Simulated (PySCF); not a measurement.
# anthracene radical cation: computed EPR parameters against published values

Measured values to reproduce: a(1H H17/H19/H22/H24) -3.08 G [1]; a(1H H15/H16/H20/H21) -1.38 G [1]; a(1H H18/H23) -6.49 G [1]; a(13C C1/C2/C8/C9) 0.37 G [1]; a(13C C5/C12) 8.48 G [1]; a(13C C4/C6/C11/C13) -4.5 G [1]. Sources and the comparison follow the method.

Compound: anthracene radical cation, C₁₄H₁₀ (charge +1 and doublet state).
Numbering: `[cH:1]1[cH:2][cH:3][c:4]2[cH:5][c:6]3[cH:7][cH:8][cH:9][cH:10][c:11]3[cH:12][c:13]2[cH:14]1` (hydrogens: H15 on C1; H16 on C2; H17 on C3; H18 on C5; H19 on C7; H20 on C8; H21 on C9; H22 on C10; H23 on C12; H24 on C14)

Geometry (PBE0-D3(BJ)/def2-SVP, Å), atoms numbered from 1 in this order:
```xyz
24
C14H10 angstrom
C      3.7034    0.2710   -0.3178
C      3.5869   -0.9286    0.4010
C      2.3355   -1.4220    0.7481
C      1.1644   -0.7235    0.3823
C     -0.1178   -1.1982    0.7196
C     -1.2859   -0.5013    0.3548
C     -2.5713   -0.9775    0.6931
C     -3.7058   -0.2681    0.3194
C     -3.5884    0.9314   -0.3994
C     -2.3375    1.4256   -0.7470
C     -1.1663    0.7270   -0.3813
C      0.1158    1.2017   -0.7186
C      1.2839    0.5049   -0.3538
C      2.5694    0.9809   -0.6919
H      4.6927    0.6489   -0.5844
H      4.4860   -1.4771    0.6896
H      2.2493   -2.3562    1.3081
H     -0.2088   -2.1330    1.2798
H     -2.6667   -1.9112    1.2525
H     -4.6950   -0.6460    0.5861
H     -4.4875    1.4799   -0.6878
H     -2.2516    2.3599   -1.3070
H      0.2069    2.1365   -1.2789
H      2.6651    1.9145   -1.2514
```

Identity: anthracene radical cation (`c1ccc2cc3ccccc3cc2c1`) [SMILES of the parent framework; charge +1 and doublet state].

Method: UKS B3LYP, IGLO-III on C, pcH-1 on H, non-relativistic, mean-field spin-orbit, GIAO (PySCF 2.14.0). No stability test was run, so a lower SCF solution isn't excluded. No frequencies were computed at this geometry's level, so the symmetric structure isn't shown to be a minimum.

```csv
nucleus,computed a_iso (MHz),published,in MHz,difference of magnitudes (MHz),source
1H H17/H19/H22/H24,-9.5,-3.08 G,-8.6,+0.9,[1]
1H H15/H16/H20/H21,-3.4,-1.38 G,-3.9,-0.5,[1]
1H H18/H23,-18.5,-6.49 G,-18.2,+0.3,[1]
13C C1/C2/C8/C9,-1.8,0.37 G,1.0,+0.8,[1]
13C C5/C12,21.4,8.48 G,23.8,-2.4,[1]
13C C4/C6/C11/C13,-12.2,-4.5 G,-12.6,-0.4,[1]
```

Values published in field units are turned into MHz with the computed g_iso.

Sources: [1] measured, solution or matrix (EPR); Pople, Beveridge, Approximate Molecular Orbital Theory, McGraw-Hill 1970 (compilation of measured values).

The measured numbers hold vibrational averaging and, outside the gas phase, effects of the matrix or solvent; the computed ones belong to one rigid, isolated geometry and carry the errors of functional and basis. An EPR spectrum gives magnitudes, so published signs often rest on theory.

The Mulliken spin populations are largest on C12 (+0.28), C5 (+0.28), C10 (+0.14) and C14 (+0.14).

⟨S²⟩ = 0.7645 against the exact 0.7500, so spin contamination is small.
